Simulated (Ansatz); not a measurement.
**Cost against result**

Saddle point of Si₂H₇Cl, closed shell (Si₂H₆ ([SiH3][SiH3]) + HCl → SiH₃Cl ([SiH3][Cl]) + SiH₄; bonds formed: Si1–Cl7, Si2–H6; bonds broken: Si1–Si2, H6–Cl7), PBE0-D4/def2-TZVP structure:

| atom | x (Å) | y (Å) | z (Å) |
| --- | --- | --- | --- |
| Si1 | -0.6387 | 0.8092 | -0.6454 |
| Si2 | 0.8132 | -1.0709 | 0.2941 |
| H3 | -0.1165 | 0.0164 | -1.8199 |
| H4 | -2.0965 | 0.6064 | -0.6729 |
| H5 | -0.0320 | 2.1423 | -0.7917 |
| H6 | -0.1480 | 0.2691 | 0.8950 |
| Cl7 | -0.9920 | 1.4760 | 1.8294 |
| H8 | 1.1269 | -1.3827 | 1.7105 |
| H9 | 0.0515 | -2.1686 | -0.3421 |
| H10 | 2.0321 | -0.6972 | -0.4570 |

Barriers are electronic and count from the start structure reached by relaxing down the imaginary mode.

Ansatz 0.2.0; basis: as named in each row; cores frozen in the correlated methods. B3LYP uses VWN-RPA correlation. Extrapolation: Hartree–Fock as exp(−7.88 √X), correlation as X^−2.97.

Times are rough, for one single point on 4 threads of a shared host (Intel Xeon).

The estimate by CCSD(T) at an estimated basis limit (MP2 extrapolated from triple and quadruple zeta, plus CCSD(T) − MP2 in triple zeta) is 39.41 kcal/mol.

```csv
method,basis,time (s),barrier (kcal/mol),method less estimate
HF,STO-3G,under 1,82.66,43.24
PBE-D4,STO-3G,under 1,48.67,9.26
SPW92,def2-SVP,1,29.43,-9.98
B3LYP-D4,6-31G,2,48.27,8.86
PBE-D4,def2-SVP,2,34.67,-4.74
SPW92,def2-TZVPP,2,26.09,-13.33
PBE0-D4,def2-SVP,2,39.16,-0.26
PBE-D4,def2-TZVPP,3,31.40,-8.01
BLYP-D4,def2-TZVPP,3,34.52,-4.89
CCSD(T),def2-SVP,4,50.91,11.50
B3LYP-D4,def2-TZVPP,4,37.58,-1.83
BHLYP-D4,def2-TZVPP,4,41.93,2.51
CAM-B3LYP-D4,def2-TZVPP,5,40.37,0.95
PBE0-D4,def2-TZVPP,5,35.41,-4.00
r2SCAN-D4,def2-TZVPP,5,33.47,-5.94
RPA on PBE,def2-TZVPP,6,42.35,2.93
r2SCAN0-D4,def2-TZVPP,6,36.38,-3.04
B2PLYP,def2-TZVPP,6,39.74,0.33
wB97M-V,def2-SVP,7,42.47,3.05
PBE-QIDH,def2-TZVPP,7,38.64,-0.77
wB97X-V,def2-TZVPP,8,40.72,1.31
wB97M-V,def2-TZVPP,10,38.54,-0.87
B97M-V,def2-TZVPP,10,38.33,-1.08
MP2,def2-QZVPP,32,37.86,-1.55
CCSD(T),def2-TZVPP,58,42.13,2.71
```

All methods are single points on the PBE0-D4 structures.

The T1 diagnostic stays at or below 0.014.

Labels in which every atom is bracketed show which atoms are joined, not bond orders.
